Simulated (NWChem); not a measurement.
System: difluoromethane (CH2F2); SMILES FCF

Excerpt of the output:

```
             Northwest Computational Chemistry Package (NWChem) 7.3.0
             --------------------------------------------------------

 C2V symmetry detected

                             Geometry "geometry" -> ""
                             -------------------------

 Output coordinates in angstroms (scale by  1.889725989 to convert to a.u.)

  No.       Tag          Charge          X              Y              Z
 ---- ---------------- ---------- -------------- -------------- --------------
    1 F                    9.0000     1.11044300     0.00000000    -0.28972615
    2 C                    6.0000     0.00000000     0.00000000     0.49510585
    3 F                    9.0000    -1.11044300     0.00000000    -0.28972615
    4 H                    1.0000     0.00000000     0.92256500     1.12221785
    5 H                    1.0000     0.00000000    -0.92256500     1.12221785

 Effective nuclear repulsion energy (a.u.)      76.7425133135

      Symmetry information
      --------------------

 Group name             C2v
 Group number             16
 Group order               4
 No. of unique centers     3

                                 NWChem DFT Module
                                 -----------------

 Summary of "ao basis" -> "ao basis" (spherical)
 ------------------------------------------------------------------------------
       Tag                 Description            Shells   Functions and Types
 ---------------- ------------------------------  ------  ---------------------
 F                           6-31g*                  6       14   3s2p1d
 C                           6-31g*                  6       14   3s2p1d
 H                           6-31g*                  2        2   2s

      Symmetry analysis of basis
      --------------------------

        a1         19
        a2          5
        b1         13
        b2          9

            General Information
            -------------------
          SCF calculation type: DFT
          Wavefunction type:  closed shell.
          No. of atoms     :     5
          No. of electrons :    26
           Alpha electrons :    13
            Beta electrons :    13
          Charge           :     0
          Spin multiplicity:     1
          Use of symmetry is: on ; symmetry adaption is: on
          Maximum number of iterations: 200
          AO basis - number of functions:    46
                     number of shells:    22
          Convergence on energy requested:  1.00D-06
          Convergence on density requested:  1.00D-05
          Convergence on gradient requested:  5.00D-04

              XC Information
              --------------
                         PBE0 Method XC Functional
                     Hartree-Fock (Exact) Exchange  0.250
          PerdewBurkeErnzerhof Exchange Functional  0.750
            Perdew 1991 LDA Correlation Functional  1.000 local
           PerdewBurkeErnz. Correlation Functional  1.000 non-local

             Grid Information
             ----------------
          Grid used for XC integration:  medium
          Radial quadrature: Mura-Knowles
          Angular quadrature: Lebedev.
          Tag              B.-S. Rad. Rad. Pts. Rad. Cut. Ang. Pts.
          ---              ---------- --------- --------- ---------
          F                   0.50       49           7.0       434
          C                   0.70       49           6.0       434
          H                   0.35       45           7.0       434
          Grid pruning is: on
          Number of quadrature shells:   143
          Spatial weights used:  Erf1

      Superposition of Atomic Density Guess
      -------------------------------------

 Sum of atomic energies:        -237.40138327

      Non-variational initial energy
      ------------------------------

 Total energy =    -238.163320
 1-e energy   =    -482.481438
 2-e energy   =     167.575604
 HOMO         =      -0.375037
 LUMO         =       0.205178

      Symmetry analysis of molecular orbitals - initial
      -------------------------------------------------

  Numbering of irreducible representations:

     1 a1          2 a2          3 b1          4 b2

  Orbital symmetries:

     1 a1          2 b1          3 a1          4 a1          5 b1
     6 a1          7 b1          8 a1          9 b2         10 a2
    11 b1         12 a1         13 b2         14 a1         15 b1
    16 a1         17 b2         18 a1         19 b1         20 b2
    21 a1         22 b2         23 a1

   convergence    iter        energy       DeltaE   RMS-Dens  Diis-err
 ---------------- ----- ----------------- --------- --------- ---------
 d= 0,ls=0.0,diis     1   -238.6439453134 -3.15D+02  2.08D-02  8.25D-01
  Resetting Diis
 d= 0,ls=0.0,diis     2   -238.6014801985  4.25D-02  1.09D-02  1.50D+00
 d= 0,ls=0.0,diis     3   -238.7341122609 -1.33D-01  1.82D-03  9.34D-03
 d= 0,ls=0.0,diis     4   -238.7340368704  7.54D-05  1.01D-03  1.06D-02
 d= 0,ls=0.0,diis     5   -238.7348184433 -7.82D-04  1.33D-04  1.63D-04
 d= 0,ls=0.0,diis     6   -238.7348338524 -1.54D-05  3.20D-05  4.65D-06
 d= 0,ls=0.0,diis     7   -238.7348344117 -5.59D-07  5.56D-06  1.02D-07

         Total DFT energy =     -238.734834411738
      One electron energy =     -483.618719491648
           Coulomb energy =      195.018697928338
    Exchange-Corr. energy =      -26.877326161969
 Nuclear repulsion energy =       76.742513313541

 Numeric. integr. density =       26.000001815609

                  Occupations of the irreducible representations
                  ----------------------------------------------

                     irrep           alpha         beta
                     --------     --------     --------
                     a1                6.0          6.0
                     a2                1.0          1.0
                     b1                4.0          4.0
                     b2                2.0          2.0

                       DFT Final Molecular Orbital Analysis
                       ------------------------------------

 Vector   11  Occ=2.000000D+00  E=-4.155783D-01  Symmetry=a1
              MO Center=  2.3D-15,  3.3D-17, -6.7D-02, r^2= 1.8D+00
   Bfn.  Coefficient  Atom+Function         Bfn.  Coefficient  Atom+Function
  ----- ------------  ---------------      ----- ------------  ---------------
     5      0.429042  1 F  pz                33      0.429042  3 F  pz
     9      0.313212  1 F  pz                37      0.313212  3 F  pz
    19     -0.181689  2 C  pz                20     -0.121024  2 C  s
    43     -0.114676  4 H  s                 45     -0.114676  5 H  s
    44     -0.101081  4 H  s                 46     -0.101081  5 H  s

 Vector   12  Occ=2.000000D+00  E=-4.072725D-01  Symmetry=b1
              MO Center=  2.1D-15, -5.9D-30, -2.5D-01, r^2= 1.7D+00
   Bfn.  Coefficient  Atom+Function         Bfn.  Coefficient  Atom+Function
  ----- ------------  ---------------      ----- ------------  ---------------
     3      0.384254  1 F  px                31      0.384254  3 F  px
     5      0.294993  1 F  pz                33     -0.294993  3 F  pz
     7      0.270867  1 F  px                35      0.270867  3 F  px
     9      0.195832  1 F  pz                37     -0.195832  3 F  pz
    21      0.093404  2 C  px                 6     -0.035754  1 F  s

 Vector   13  Occ=2.000000D+00  E=-3.464729D-01  Symmetry=b2
              MO Center= -1.3D-16, -9.2D-16,  3.0D-01, r^2= 1.9D+00
   Bfn.  Coefficient  Atom+Function         Bfn.  Coefficient  Atom+Function
  ----- ------------  ---------------      ----- ------------  ---------------
     4      0.369707  1 F  py                32      0.369707  3 F  py
    18     -0.309130  2 C  py                 8      0.268716  1 F  py
    36      0.268716  3 F  py                44     -0.251730  4 H  s
    46      0.251730  5 H  s                 43     -0.211703  4 H  s
    45      0.211703  5 H  s                 25     -0.040273  2 C  d -1

 Vector   14  Occ=0.000000D+00  E= 1.178460D-01  Symmetry=a1
              MO Center= -1.0D-15,  1.8D-14,  1.1D+00, r^2= 2.9D+00
   Bfn.  Coefficient  Atom+Function         Bfn.  Coefficient  Atom+Function
  ----- ------------  ---------------      ----- ------------  ---------------
    20      1.629664  2 C  s                 44     -1.348857  4 H  s
    46     -1.348857  5 H  s                 23      0.872146  2 C  pz
    19      0.345175  2 C  pz                16      0.173462  2 C  s
    15     -0.104264  2 C  s                  9     -0.090278  1 F  pz
    37     -0.090278  3 F  pz                43     -0.068823  4 H  s

 Vector   15  Occ=0.000000D+00  E= 1.441363D-01  Symmetry=b1
              MO Center= -1.8D-15, -8.8D-17,  5.9D-01, r^2= 1.8D+00
   Bfn.  Coefficient  Atom+Function         Bfn.  Coefficient  Atom+Function
  ----- ------------  ---------------      ----- ------------  ---------------
    21      1.145341  2 C  px                 6     -0.587152  1 F  s
    34      0.587152  3 F  s                 17      0.493203  2 C  px
     9     -0.327250  1 F  pz                37      0.327250  3 F  pz
     5     -0.240298  1 F  pz                33      0.240298  3 F  pz
     7      0.187291  1 F  px                35      0.187291  3 F  px

 Vector   16  Occ=0.000000D+00  E= 1.656118D-01  Symmetry=b2
              MO Center=  2.9D-17, -1.7D-14,  1.1D+00, r^2= 2.7D+00
   Bfn.  Coefficient  Atom+Function         Bfn.  Coefficient  Atom+Function
  ----- ------------  ---------------      ----- ------------  ---------------
    44      1.447692  4 H  s                 46     -1.447692  5 H  s
    22     -1.193022  2 C  py                18     -0.533954  2 C  py
     8      0.168923  1 F  py                36      0.168923  3 F  py
     4      0.108179  1 F  py                32      0.108179  3 F  py
    43      0.064556  4 H  s                 45     -0.064556  5 H  s

     Multipole analysis of the density
     ---------------------------------

     L   x y z        total         alpha         beta         nuclear
     -   - - -        -----         -----         ----         -------
     0   0 0 0     -0.000000    -13.000000    -13.000000     26.000000

     1   1 0 0      0.000000      0.000000      0.000000      0.000000
     1   0 1 0      0.000000      0.000000      0.000000      0.000000
     1   0 0 1      0.677245      0.338622      0.338622     -0.000000

     2   2 0 0    -13.540683    -46.401131    -46.401131     79.261579
     2   1 1 0      0.000000      0.000000      0.000000      0.000000
     2   1 0 1     -0.000000     -0.000000     -0.000000      0.000000
     2   0 2 0    -11.206449     -8.642651     -8.642651      6.078853
     2   0 1 1      0.000000      0.000000      0.000000      0.000000
     2   0 0 2    -11.051639    -15.347080    -15.347080     19.642521

            General Information
            -------------------
          SCF calculation type: DFT
          Wavefunction type:  closed shell.
          No. of atoms     :     5
          No. of electrons :    26
           Alpha electrons :    13
            Beta electrons :    13
          Charge           :     0
          Spin multiplicity:     1
          Use of symmetry is: on ; symmetry adaption is: on
          Maximum number of iterations: 200
          AO basis - number of functions:    46
                     number of shells:    22
          Convergence on energy requested:  1.00D-06
          Convergence on density requested:  1.00D-05
          Convergence on gradient requested:  5.00D-04

              XC Information
              --------------
                         PBE0 Method XC Functional
                     Hartree-Fock (Exact) Exchange  0.250
          PerdewBurkeErnzerhof Exchange Functional  0.750
            Perdew 1991 LDA Correlation Functional  1.000 local
           PerdewBurkeErnz. Correlation Functional  1.000 non-local

             Grid Information
             ----------------
          Grid used for XC integration:  medium
          Radial quadrature: Mura-Knowles
          Angular quadrature: Lebedev.
          Tag              B.-S. Rad. Rad. Pts. Rad. Cut. Ang. Pts.
          ---              ---------- --------- --------- ---------
          F                   0.50       49           7.0       434
          C                   0.70       49           6.0       434
          H                   0.35       45           7.0       434
          Grid pruning is: on
          Number of quadrature shells:   143
          Spatial weights used:  Erf1

          Convergence Information
          -----------------------
          Convergence aids based upon iterative change in
          total energy or number of iterations.
          Levelshifting, if invoked, occurs when the
          HOMO/LUMO gap drops below (HL_TOL):  1.00D-02
          DIIS, if invoked, will attempt to extrapolate
          using up to (NFOCK):  3 stored Fock matrices.

                    Damping( 0%)  Levelshifting(0.5)       DIIS
                  --------------- ------------------- ---------------
          dE  on:    start            ASAP                start
          dE off:    2 iters        200 iters           200 iters

                            NWChem DFT Gradient Module
                            --------------------------

  charge          =   0.00
  wavefunction    = closed shell

  Using symmetry

                         DFT ENERGY GRADIENTS

    atom               coordinates                        gradient
                 x          y          z           x          y          z
   1 F       2.098433   0.000000  -0.547503    0.007563   0.000000  -0.004269
   2 C       0.000000   0.000000   0.935614    0.000000   0.000000  -0.007275
   3 F      -2.098433   0.000000  -0.547503   -0.007563   0.000000  -0.004269
   4 H       0.000000   1.743395   2.120684    0.000000   0.010036   0.007907
   5 H       0.000000  -1.743395   2.120684   -0.000000  -0.010036   0.007907
```

Level: PBE0/6-31G* (spherical d). The geometry was optimised at PBE-D3(BJ)/def2-SVP.

Question: Reconstruct the input file.

Answer: One answer among several that fit: the input that was run:
```
start job
memory heap 200 mb stack 900 mb global 1100 mb
geometry units angstroms noautoz
  F      1.110443     0.000000    -0.296066
  C      0.000000     0.000000     0.488766
  F     -1.110443     0.000000    -0.296066
  H      0.000000     0.922565     1.115878
  H      0.000000    -0.922565     1.115878
end
basis spherical
  * library 6-31g*
end
dft
  xc pbe0
  iterations 200
  convergence diis 3
end
task dft gradient
```
